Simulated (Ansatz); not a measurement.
# Match the barriers

Saddle point of AlH3SO, singlet (AlH₃SO ([OH][AlH][SH]) → AlHS ([AlH][S]) + H₂O (still joined by a long Al–O bond); bonds formed: O2–H4; bonds broken: S3–H4; bonds weakened to dative contacts: Al1–O2), PBE0-D4/def2-TZVP structure:

```
6
angstrom
Al -0.6517 0.3761 -0.5058
O 0.8050 0.1644 0.6205
S -0.2237 -1.4688 -1.3594
H 0.7616 -0.8352 0.0141
H -1.5093 1.6806 -0.3490
H 0.8180 0.0829 1.5795
```

Computed with Ansatz 0.2.0 (basis: def2-TZVPP, with def2-QZVPP for the basis limit); correlated methods freeze the cores. Extrapolation: Hartree–Fock as exp(−7.88 √X), correlation as X^−2.97. Four methods, as single points on the PBE0-D4 structures, gave these electronic barriers from the start structure: 1.334, 1.468, 1.678, 2.115 eV.

Task: The methods were, in alphabetical order, CCSD(T), HF, PBE-D4, r2SCAN-D4. Which gave which? (A judgement: the text doesn't fix the answer.)

Result: Computed: PBE-D4 1.334; r2SCAN-D4 1.468; CCSD(T) 1.678; HF 2.115 eV. For comparison, CCSD(T) at an estimated basis limit (MP2 extrapolated from triple and quadruple zeta, plus CCSD(T) − MP2 in triple zeta) gives 1.637 eV.

No T1 diagnostic of these runs exceeds 0.014.

Labels in which every atom is bracketed show which atoms are joined, not bond orders.

For scale, one of the runs: CCSD(T)/def2-TZVPP, 157 basis functions, launched by `ansatz run in.yaml --threads 2 --pin off --events-out ev --progress --plain --max-ram 4352MiB`. Hardware: 2 CPU threads of an Arm Neoverse V2, shared host. Wall time 12 s; peak host memory 1 GiB.
